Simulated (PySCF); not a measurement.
## Electric field gradients and quadrupole coupling constants

Species: C₃H₉OP.
Structure used (PBE0-D3(BJ)/def2-SVP), in Å, numbered top down from 1:
```xyz
14
C3H9OP angstrom
C      1.528    0.597   -0.295
P      0.141   -0.223    0.548
C     -0.436   -1.484   -0.629
C     -1.184    1.023    0.571
O      0.490   -0.766    1.898
H      1.240    1.019   -1.269
H      1.900    1.401    0.357
H      2.339   -0.134   -0.434
H     -1.354   -1.944   -0.236
H     -0.632   -1.067   -1.628
H      0.334   -2.266   -0.704
H     -1.440    1.378   -0.439
H     -0.857    1.874    1.187
H     -2.073    0.578    1.041
```

Field gradients from the PBE0/pcSseg-1 density (PySCF, non-relativistic), principal values in atomic units, ordered |Vxx| ≤ |Vyy| ≤ |Vzz|:

```json
{"atom": "O5", "Vxx": "-0.4858", "Vyy": "-0.4868", "Vzz": "0.9726"}
```

**Question.** Find the asymmetry η = (Vxx − Vyy)/Vzz and the couplings χ = eQV/h (234.96 MHz × Q in barn × V in au), with Q(17O) = −0.0256 b.

**Answer.** 
| atom | environment | nucleus | η | χzz (MHz) | χxx (MHz) | χyy (MHz) |
| --- | --- | --- | --- | --- | --- | --- |
| O5 | phosphoryl oxygen | 17O | 0.00 | -5.85 | 2.92 | 2.93 |

The gradient is axial or nearly so (η below 0.05) at O5. 

**Question.** What is Vzz at O5 in SI units (1 au = 9.71736 × 10²¹ V/m²)?

**Answer.** 0.9726 au = 9.451 × 10²¹ V/m².

**Question.** What couplings would deuterons (Q(2H) = 0.00286 b) have in place of the hydrogens, at this geometry?

**Answer.** 
```json
{"atom": "H6", "bonded to": "C1", "bond length (Å)": "1.100", "Vzz (au)": "0.2952", "η": "0.01", "χzz (kHz)": "198"}
{"atom": "H7", "bonded to": "C1", "bond length (Å)": "1.100", "Vzz (au)": "0.2942", "η": "0.01", "χzz (kHz)": "198"}
{"atom": "H8", "bonded to": "C1", "bond length (Å)": "1.100", "Vzz (au)": "0.2939", "η": "0.01", "χzz (kHz)": "197"}
{"atom": "H9", "bonded to": "C3", "bond length (Å)": "1.100", "Vzz (au)": "0.2948", "η": "0.01", "χzz (kHz)": "198"}
{"atom": "H10", "bonded to": "C3", "bond length (Å)": "1.100", "Vzz (au)": "0.2944", "η": "0.01", "χzz (kHz)": "198"}
{"atom": "H11", "bonded to": "C3", "bond length (Å)": "1.100", "Vzz (au)": "0.2942", "η": "0.01", "χzz (kHz)": "198"}
{"atom": "H12", "bonded to": "C4", "bond length (Å)": "1.100", "Vzz (au)": "0.2947", "η": "0.01", "χzz (kHz)": "198"}
{"atom": "H13", "bonded to": "C4", "bond length (Å)": "1.100", "Vzz (au)": "0.2935", "η": "0.01", "χzz (kHz)": "197"}
{"atom": "H14", "bonded to": "C4", "bond length (Å)": "1.100", "Vzz (au)": "0.2946", "η": "0.01", "χzz (kHz)": "198"}
```

Isolated species at its PBE0-D3(BJ)/def2-SVP geometry, gas phase. These gradients aren't converged with respect to the basis.
